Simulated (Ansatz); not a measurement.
Ideal-gas functions of CH₂O₃ (`O=C(O)O`) at 400 K and 1 bar, from an Ansatz frequency run at PBE0-D4/def2-TZVP.

Molar mass 62.02 g/mol, point group C2v (symmetry number 2), electronic degeneracy 1, moments of inertia 41.714, 44.32, 86.034 u Å². Harmonic wavenumbers (cm⁻¹, unscaled): 538, 552, 607, 608, 817, 1006, 1172, 1294, 1489, 1865, 3837, 3840.

Use S(trans) = R[1.5 ln M + 2.5 ln T − 1.1517]; rotational temperatures θ = 24.2544 K / I; S(rot) = R[ln(√π/σ · √(T³/θAθBθC)) + 1.5]; for each mode x = 1.438777 ν̃/T, S = R[x/(eˣ − 1) − ln(1 − e⁻ˣ)] and H = RT x/(eˣ − 1); 1 cm⁻¹ = 0.0119627 kJ/mol; R = 8.31446 J/(mol·K).

Question: By hand: the entropy, in J/(mol·K).

Answer: Translation 166.4. Rotation: θ = 0.5814, 0.5473, 0.2819 K, giving 96.2. Vibration, mode by mode: 4.01, 3.86, 3.30, 3.29, 1.82, 1.06, 0.65, 0.45, 0.25, 0.08, 0.00, 0.00, in all 18.8. Electronic 0.0. Sum 281.4 J/(mol·K).

Question: By hand: H − E and G − E in kJ/mol, counted from the electronic energy.

Answer: Zero-point energy ½ × 17625 × 0.0119627 = 105.4; thermal vibration 5.3; translation, rotation and pV give 4 RT = 13.3. H − E = 124.0 kJ/mol, and G − E = 124.0 − 400 × 281.4/1000 = 11.4 kJ/mol.

Vibration gives 7 % of the entropy. The sum counts one conformer and one mirror image; others add a mixing term.
